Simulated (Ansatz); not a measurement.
A run of Ansatz (development build ahead of 0.2.0) on quartet NaHS(+) at this shape:

```xyz
3

S     0.0000    0.0000    0.0000
H     0.0000    2.6057    1.9994
Na    0.0000   -5.1922    3.9841
```

Its results:

| Item | Value |
| --- | --- |
| Converged | yes |
| Total energy | -560.46882 hartree |
| Spin squared of the determinant | 3.754 |
| Stability test | minimum |

Task: Which input gives this output? Name the method, the orbitals and the basis set, and write the input.

Result: PBE0 (unrestricted) in pcseg-2.

```yaml
crystal:
  periodic: [false, false, false]
  atoms:
    - { symbol: S, position_ang: [0.0, 0.0, 0.0] }
    - { symbol: H, position_ang: [0.0, 2.6057, 1.9994] }
    - { symbol: Na, position_ang: [0.0, -5.1922, 3.9841] }
basis:
  gaussian: { orbitals: pcseg-2 }
total_charge: 1
magnetization:
  spin_polarized: true
  initial_magnetization: 3
hamiltonian:
  xc: pbe0
```

Caution: charge can spread falsely over distant fragments; other spin multiplicities may lie lower.
